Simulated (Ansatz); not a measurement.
`[BH3-][OH+]C` → `[CH2]` (triplet) + `[BH3-][OH2+]` at 700 K and 1 bar (formal loss of a carbene).

Computed with Ansatz on PBE0-D4/def2-TZVP structures; ΔE is electronic, products minus reactants. CBS: MP2 limit from def2 TZ/QZ plus the TZ coupled-cluster correction, frozen cores. This one scheme is used for every species. Triplets are unrestricted, without spin–orbit coupling.

```tsv
species	CCSD(T)/CBS energy (Eh)	H − E (kJ/mol)	S (J/(mol·K))
`[BH3-][OH+]C`	-142.20076	282.5	374.3
`[CH2]` (triplet)	-39.09499	70.4	226.8
`[BH3-][OH2+]`	-102.95448	192.0	320.4
```

H − E and S are ideal-gas, rigid-rotor, harmonic terms from PBE0-D4/def2-TZVP, for one conformer and one mirror image of each species, with the whole ground term of open shells counted as degenerate. 1 Eh = 2625.50 kJ/mol, R = 8.31446 J/(mol·K).

Task: By hand: ΔE, ΔH, ΔS and ΔG.

Result: ΔE = (-39.09499) + (-102.95448) − (-142.20076) = 0.15129 Eh = 397.2 kJ/mol. Δ(H − E) = 70.4 + 192.0 − 282.5 = -20.1, so ΔH = 377.1 kJ/mol. ΔS = 226.8 + 320.4 − 374.3 = 172.9 J/(mol·K). ΔG = 377.1 − 700 × (172.9)/1000 = 256.1 kJ/mol.

Task: By hand: the equilibrium constant, and the temperature at which ΔG would vanish if ΔH and ΔS stayed fixed.

Result: log₁₀ K = −ΔG/(RT ln 10) = -19.1. ΔG = 0 at ΔH/ΔS = 2181 K.

The number of gas molecules changes by +1, which sets the sign of ΔS. A doubt of 5 kJ/mol in ΔE shifts log₁₀ K by 0.4 here. Other conformers and mirror images would add mixing entropy, several J/(mol·K) or more a flexible species. A triplet takes part, so the spin changes. These are equilibria of isolated gas molecules and say nothing of rates. Largest T1 diagnostic: 0.011 (customary marks: 0.02 for closed shells, 0.045 for open ones).
